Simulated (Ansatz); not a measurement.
**Match the barriers**

Saddle point of CH$_{3}$Cl$_{2}$ (charge -1), closed shell ([CH₃Cl ([CH3][Cl]) + Cl]⁻ → [CH₃Cl ([CH3][Cl]) + Cl]⁻; bonds formed: C2–Cl3; bonds broken: Cl1–C2), PBE0-D4/def2-TZVPD structure:

Cl1  (-1.502, -0.209, 1.734)
C2  (0.000, 0.000, 0.000)
Cl3  (1.502, 0.209, -1.733)
H4  (-0.385, -0.897, -0.442)
H5  (0.812, -0.052, 0.698)
H6  (-0.427, 0.950, -0.256)
(Å)

Program: Ansatz 0.2.0. Basis: def2-TZVPPD, with def2-QZVPPD for the basis limit. Cores are frozen in the correlated methods. Extrapolation: Hartree–Fock as exp(−7.88 √X), correlation as X^−2.97. Four methods, as single points on the PBE0-D4 structures, gave these electronic barriers from the start structure: 5.40, 11.05, 14.58, 16.73 kcal/mol.

**Question.** The methods were, in alphabetical order, BLYP-D4, HF, MP2, PBE0-D4. Which gave which? (A judgement: the text doesn't fix the answer.)

**Answer.** The calculation gives: BLYP-D4 5.40; PBE0-D4 11.05; MP2 14.58; HF 16.73 kcal/mol. For comparison, CCSD(T) at an estimated basis limit (MP2 extrapolated from triple and quadruple zeta, plus CCSD(T) − MP2 in triple zeta) gives 13.47 kcal/mol.

T1 diagnostic: at most 0.017.

Labels in which every atom is bracketed show which atoms are joined, not bond orders.

For scale, one of the runs: CCSD(T)/def2-TZVPPD, 190 basis functions, launched by `ansatz run in.yaml --threads 2 --pin off --events-out ev --progress --plain --max-ram 4352MiB`. The run took 37 s on 2 CPU threads of an Arm Neoverse V2 (shared host), with 1.9 GiB of host memory at its peak.
